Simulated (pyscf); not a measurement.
H₂C=C=NH -> H₃C–C≡N (hydrogen shift; singlet surface; H–N broken, C–H formed). PySCF, gas phase, ωB97X-D3(BJ)/def2-SVP geometries. Correlated levels are frozen-core, on RHF or UHF. ΔMP2 is the change of the MP2 total energy from the triple- to the quadruple-zeta basis. Energies in kJ/mol from the reactant's lowest minimum found.

```
level                             barrier  reaction energy
--------------------------------  -------  ---------------
PBE/def2-TZVP                       268.7            -87.5
M06-2X/def2-TZVP                      [?]           -108.0
HF/def2-TZVP                        365.0           -129.8
MP2/def2-QZVPP                      267.4           -126.9
CCSD/def2-TZVPP                     303.9           -123.5
CCSD(T)/def2-TZVPP                  288.1           -120.2
CCSD(T)/def2-TZVPP + ΔMP2(QZVPP)      [?]              [?]
```

Problem. What belongs in the gaps?

Solution. 
- M06-2X/def2-TZVP, barrier: 300.0
- CCSD(T)/def2-TZVPP + ΔMP2(QZVPP), barrier: 287.5
- CCSD(T)/def2-TZVPP + ΔMP2(QZVPP), reaction energy: -117.6

At the saddle there is also a short C–H contact that neither side keeps, so another atom assists the step. One saddle was located; it need not be the lowest between these sides. The CCSD(T) − MP2 part came from Ansatz, without density fitting, on the same reference.
